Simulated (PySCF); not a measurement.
Species: C3H5NO (charge +1 and doublet state).
Structure used (GFN2-xTB), in Å, numbered top down from 1:
```
atom  x, y, z in Å
C1     1.747   -0.045    0.121
N2     0.397   -0.033   -0.055
C3    -0.751    0.225    0.273
C4    -1.967   -0.144   -0.611
O5    -3.074    0.101   -0.304
H6     2.222    0.480   -0.717
H7     2.068    0.427    1.064
H8     2.101   -1.082    0.106
H9    -1.074    0.731    1.190
H10   -1.660   -0.655   -1.538
```

The hyperfine couplings belong to this conformer and change with its torsions.

As a line formula: `C/N=C/C=[O+]` [radical] (charge +1).

Method used: UKS B3LYP, pcH-1 on C H N O, non-relativistic, mean-field spin-orbit, GIAO in PySCF. The structure is a single GFN2-xTB conformer in the gas phase; no vibrational or solvent corrections. The geometry wasn't refined by DFT: couplings that depend on bond lengths, twists or pyramidal angles can differ widely from those at the functional's own minimum, by a factor of two or more for some ions and for spin on atoms past the first row. The SCF solution wasn't tested for stability.

Principal values of hyperfine tensors in MHz (contact and dipolar terms together), for some of the nuclei:

```tsv
atom	isotope	A1	A2	A3
H9	1H	255.80	260.25	268.65
H7	1H	204.19	207.99	219.16
H10	1H	98.70	106.78	109.65
N2	14N	27.51	34.73	117.84
C4	13C	13.27	15.33	42.21
C1	13C	-16.21	-14.08	2.06
O5	17O	-54.14	16.41	17.62
C3	13C	-15.01	7.10	13.79
```

Question: Give the isotropic coupling of each nucleus in MHz and in mT (g = 2.0032), and the anisotropic part.

Answer: a_iso = (A1 + A2 + A3)/3, Ti = Ai − a_iso; 1 mT corresponds to 28.038 MHz.

```json
{"atom": "H9", "a_iso (MHz)": "261.57", "a_iso (mT)": "9.329", "T1": "-5.77", "T2": "-1.32", "T3": "7.08"}
{"atom": "H7", "a_iso (MHz)": "210.45", "a_iso (mT)": "7.506", "T1": "-6.26", "T2": "-2.46", "T3": "8.72"}
{"atom": "H10", "a_iso (MHz)": "105.04", "a_iso (mT)": "3.746", "T1": "-6.34", "T2": "1.74", "T3": "4.61"}
{"atom": "N2", "a_iso (MHz)": "60.03", "a_iso (mT)": "2.141", "T1": "-32.52", "T2": "-25.30", "T3": "57.81"}
{"atom": "C4", "a_iso (MHz)": "23.60", "a_iso (mT)": "0.842", "T1": "-10.34", "T2": "-8.27", "T3": "18.61"}
{"atom": "C1", "a_iso (MHz)": "-9.41", "a_iso (mT)": "-0.336", "T1": "-6.80", "T2": "-4.67", "T3": "11.47"}
{"atom": "O5", "a_iso (MHz)": "-6.70", "a_iso (mT)": "-0.239", "T1": "-47.44", "T2": "23.11", "T3": "24.32"}
{"atom": "C3", "a_iso (MHz)": "1.96", "a_iso (mT)": "0.070", "T1": "-16.97", "T2": "5.14", "T3": "11.83"}
```

Question: What spin density at the nucleus of H10 lies behind its contact coupling (g_N = 5.58569)?

Answer: a_FC = 800.24 MHz bohr³ × g_N × ρ(0)/(2S). With a_FC = 105.04 MHz and 2S = 1, ρ(0) = 0.0235 bohr⁻³. In magnitude that is 7.4 % of the 1/π = 0.318 of a free hydrogen atom.

Question: H6 (1H, g_N = 5.58569) isn't in the table. Its spin density at the nucleus is 0.008997 bohr⁻³. What is its contact coupling?

Answer: By the same relation, a_FC = 40.2 MHz. Its full tensor has the principal values 34.19, 35.24, 51.21 MHz.

Question: Which nucleus of the table has the largest anisotropic coupling, and what is its form?

Answer: N2: -32.5, -25.3, 57.8 MHz, rhombic: the two smaller values differ by 12 % of the largest.

Question: In a single crystal, with the field along each principal axis of the tensor of H7 in turn, what first-order splitting does this nucleus give (isotropic g, quadrupole terms neglected)?

Answer: 2 lines (I = 1/2), spaced by |A_i|/(g × 13.996): 7.28, 7.42, 7.82 mT along the axes of A1, A2 and A3.

The SMILES draws the unpaired electron on O5; the largest computed Mulliken spin population is on N2 (0.64 against 0.13).
